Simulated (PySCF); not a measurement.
BN at PBE0

Level: PBE0. basis B def2-TZVPP, N def2-TZVPP; no relativity; PySCF 2.14.

For BN, the state is ³Σ⁻ (triplet), unpaired electrons π ↑↑, a second solution, started from another occupation, the bond length is 1.473 Å and the harmonic wavenumber is 1088 cm⁻¹. The force constant is 4.30 mdyn/Å and the rotational constant Be is 1.260 cm⁻¹. The anharmonicity ωexe is 9.87 cm⁻¹, the vibration–rotation constant αe is 0.0170 cm⁻¹ and the energy of the minimum from ground-state B + N is -3.47 eV. The bond order (Mayer) is 1.19 and the dipole moment (positive dipole means B(−)N(+)) is 0.95 D.
